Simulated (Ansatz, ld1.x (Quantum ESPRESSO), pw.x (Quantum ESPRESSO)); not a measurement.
## From atom to crystal: TM potential for Hf (Z = 72)

| Item | Value |
| --- | --- |
| Element | hafnium (Hf) |
| Generator | ld1.x (Quantum ESPRESSO) 7.5 |
| Type | norm-conserving Troullier–Martins (Kleinman–Bylander form) |
| Functional | PBEsol |
| Relativity | scalar-relativistic |
| Frozen core | [Xe] 4f14 |
| Valence charge | 4 |
| Reference configuration | 5d3 6s1 6p0 |
| Partial waves | 6s (bound): rc 3.05 bohr; 6p (bound, empty): rc 3.15 bohr; 5d (bound): rc 2.25 bohr; 5f channel at 0.05 Ry: rc 2.70 bohr |
| Local potential | all-electron potential smoothed inside 3.00 bohr (lloc = -1) |
| Core correction | none |

Atomic tests: cutoffs needed: 25 Ry and 30 Ry (the cutoffs (Ry, on a coarse ladder) from which the occupation-weighted sum of valence levels, in a spherical-Bessel basis at the reference potential, stays within 10 and 1 mRy of its value at 400 Ry); ghost test: no extra level below or beside the all-electron valence levels (s, p, d, f tested) (spherical-Bessel basis up to 400 Ry, 20 bohr box); largest excitation error: +97 meV (all-electron minus pseudo) for 5d1 6s2 6p0, out of 7 test configurations.

Crystal test: diamond Hf in pw.x 7.5, no spin, 8³ k-points, Fermi–Dirac smearing 0.01 Ry, cutoffs 40/160 Ry. The reference is all-electron LAPW (Ansatz 0.2.0) with the same functional, mesh and smearing; V0 and B0 come from Birch–Murnaghan fits to the pressures at five volumes. Errors are pseudo minus all-electron; Δ is the rms difference of the E(V) curves that follow from these fits, minima aligned, over ±6 % about the mean V0. Mesh and smearing are coarse, so the numbers serve the comparison and aren't converged zero-temperature values; the lattice is a test structure that the element need not adopt.

| V (Å³/atom) | P all-electron (GPa) | P pseudo (GPa) |
| --- | --- | --- |
| 30.927 | 1.57 | 1.17 |
| 31.741 | 0.75 | 0.50 |
| 32.555 | -0.01 | -0.14 |
| 33.369 | -0.72 | -0.76 |
| 34.183 | -1.39 | -1.35 |

All-electron: a0 = 6.385 Å (V0 = 32.54 Å³/atom), B0 = 29.5 GPa.

Pseudopotential: mean pressure error (GPa): -0.16; a0 (Å): 6.374; a0 error (%): -0.17; B0 error (%): -14.1; Δ (meV/atom): 1.3. The largest radius (3.15 bohr) exceeds half the bond length (2.61 bohr), so the spheres overlap, which is one possible source of error among others. This is a poor potential for the solid. The logarithmic derivative shows an extra or strongly shifted pseudo pole above the reference energy (s near 1.37 Ry).

Problem. At the middle volume, how do free energy and pressure move when the wave cutoff is lowered (ecutrho kept at four times it)?

Solution.

| cutoff (Ry) | shift of F (meV/atom) | shift of P (GPa) |
| --- | --- | --- |
| 18 | +382.0 | -6.34 |
| 24 | +48.1 | -1.44 |
| 32 | +0.6 | -0.03 |

The run at the middle volume (29 k-points, 13 iterations) took about 13 s on one core of a shared host (Neoverse-V2, 96 threads, 742 GiB, load 47).
